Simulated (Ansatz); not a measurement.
# Worked example: C2H4 + H2S → C2H4S + H2

Gas-phase species: C2H4 (ethylene) `C=C`, singlet; H2S `S`, singlet; C2H4S `C=CS`, singlet; H2 (hydrogen), singlet. The partners trade H for SH: C–H and H–SH bonds give way to C–SH and H–H.

Shapes, held fixed at every level: PBE0-D4/def2-TZVP. Flexible molecules stand in one conformer, not always the lowest. Programs: Ansatz 0.2.0. Electronic energies: no zero-point or thermal term.

At CCSD(T)/CBS estimate; 1 Eh = 2625.50 kJ/mol:

| species | energy (Eh) |
| --- | --- |
| C2H4 | -78.481111 |
| H2S | -398.972787 |
| C2H4S | -476.255414 |
| H2 | -1.175441 |

Problem. Work out ΔE of the reaction at this level.

Solution. 
1. Products less reactants: (-476.255414) + (-1.175441) − [(-78.481111) + (-398.972787)] = 0.023043 Eh = +60.5 kJ/mol.

Other levels give +46.3 (PBE-D4/def2-TZVPP) to +85.9 kJ/mol (HF/def2-TZVPP). No measured value is set beside it here. The CBS estimate extrapolates MP2 from def2-TZVPP and def2-QZVPP and adds CCSD(T) − MP2 in the triple-zeta set, cores frozen; for H2 it overshoots the exact energy by about 1 mEh.
